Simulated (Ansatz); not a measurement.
Species: CH3O, SMILES `[O]C` (charge 0, multiplicity 2), formula CH₃O.

How many basis functions does frozen-core CCSD(T)/def2-TZVPP // CAM-B3LYP-D3(BJ)/def2-TZVP run with Ansatz (a first-principles code) use, how many core orbitals are frozen, and how many electrons are correlated?

104 basis functions and 2 frozen orbitals, which leaves 13 correlated electrons. Core time is of the order of minutes.
